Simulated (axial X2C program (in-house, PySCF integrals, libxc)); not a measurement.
**ClBCl: bond lengths and stretches, held linear**

One table from this session's results is given with a row withheld; the runs are named, their logs left out.

The runs use an in-house X2C program for linear molecules on PySCF integrals; all-electron X2C, two-component (2c) or spin-free, Cl dyall-av3z, B dyall-v3z.

All values are calculated.

2 further runs of the same task are left out: 2 set aside as unsound or not needed.

The first run:

task.json reads:

```json
{"zs": [17, 5, 17], "q": 0, "bas": ["dyall-av3z", "dyall-v3z", "dyall-av3z"], "r0": [1.84, 1.84], "symm": 1, "scan": ["PBE0", "HF", "BHandHLYP"], "levels": ["PBE0", "HF", "r2SCAN"], "nst": 2}
```

Keys: zs atomic numbers; q charge; bas basis sets; r0 starting distance in Å; symm equal bonds; scan levels of the two-bond scan (MP2 follows by itself at each HF point); levels methods; nst determinants followed.

On the command line:

```sh
$ python solin.py task.json out
```

Masses Cl 34.969, B 11.009, Cl 34.969 u.

Steps of the session up to this table: Scan at PBE0, 2c; Scan at HF, 2c; Scan at BHandHLYP, 2c.

One table of the session follows, with a row left open; its other results are not shown here.

```
               level  r(Cl–B) (Å)  r(B–Cl) (Å)  lower stretch (cm⁻¹)  upper stretch (cm⁻¹)
            PBE0, 2c        1.683        1.683                 481.3                1269.0
              HF, 2c        1.698        1.698                 476.2                1257.2
       BHandHLYP, 2c        1.682        1.682                 482.6                1268.8
             MP2, 2c        1.683        1.683                 487.5                1282.9
     PBE0, spin-free        1.684        1.684                 481.2                1268.5
       HF, spin-free            ?            ?                     ?                     ?
BHandHLYP, spin-free        1.682        1.682                 482.4                1268.3
      MP2, spin-free        1.683        1.683                 487.4                1282.4
```

Q: Estimate the row for HF, spin-free from the others.

**Answer.** r(Cl–B) (Å): 1.698; r(B–Cl) (Å): 1.698; lower stretch (cm⁻¹): 476.1; upper stretch (cm⁻¹): 1256.8.

Scans not shown above were run alike.

In words: Over the levels the Cl–B bond spans 1.682 to 1.698 Å and the B–Cl bond 1.682 to 1.698 Å. At PBE0 spin–orbit coupling leaves both bonds unchanged to 0.001 Å. Each state is one determinant, the lowest of a limited PBE0 search; the stretches come from a fit to few points and are good to some per cent at best. MP2 freezes inner shells (threshold -2 hartree). The molecule was held linear; bending was not examined, so a bent shape may lie lower. Note: functional without a current term on a determinant with orbital currents, of the molecule or an atom.
